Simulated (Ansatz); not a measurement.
# Four-centre ligand exchange

Start structure (AlNH6, singlet), relaxed at PBE0-D4/def2-TZVP:

```xyz
8
angstrom
Al -0.6398 -0.5119 0.2169
N -0.6153 0.9597 -0.7648
H -0.4671 -1.9013 -0.5230
H -0.9207 -0.3653 1.7685
H 1.9375 -0.2165 0.5289
H 1.9286 -0.8412 0.9436
H -0.4774 0.9843 -1.7620
H -0.7457 1.8923 -0.4079
```

The step: AlNH₄ ([NH2][AlH2]) + H₂ → AlH₃ + NH₃ (still joined by a long Al–N bond); bonds formed: Al1–H6, N2–H5; bonds broken: H5–H6; bonds weakened to dative contacts: Al1–N2. Ansatz 0.2.0; basis: def2-TZVPP and def2-QZVPP; cores frozen in the correlated methods. Extrapolation: Hartree–Fock as exp(−7.88 √X), correlation as X^−2.97. Energies below are by CCSD(T) at an estimated basis limit (MP2 extrapolated from triple and quadruple zeta, plus CCSD(T) − MP2 in triple zeta).

Q: What are the electronic barrier and the energy of the step, from the start structure to the end structure? (Judge from chemistry; the value comes from the calculation.)

A: By the calculation: Barrier 0.992 eV; step energy -0.393 eV (downhill); reverse barrier, their difference, 1.386 eV. Barrier and step energy count from the start structure, the reverse barrier from the end structure.

The saddle point: One imaginary mode of 1276i cm⁻¹.
| pair | start (Å) | saddle (Å) | end (Å) |
| --- | --- | --- | --- |
| Al1–H6 | 2.69 | 1.81 | 1.60 |
| N2–H5 | 3.09 | 1.41 | 1.01 |
| Al1–N2 | 1.77 | 1.90 | 2.06 |
| H5–H6 | 0.75 | 1.00 | 3.02 |

Zero-point energy (harmonic, PBE0-D4): ZPE is 1.391 eV at the start and 1.455 eV at the saddle, so the barrier goes from 0.992 to 1.056 eV.

No T1 diagnostic of these runs exceeds 0.013.

Labels in which every atom is bracketed show which atoms are joined, not bond orders.

For scale, one of the runs: CCSD(T)/def2-TZVPP, 157 basis functions, launched by `ansatz run in.yaml --threads 2 --pin off --events-out ev --progress --plain --max-ram 4352MiB`. Time: 10 s of wall clock on 2 CPU threads of an Arm Neoverse V1; the host was shared. Peak host memory: 1 GiB.
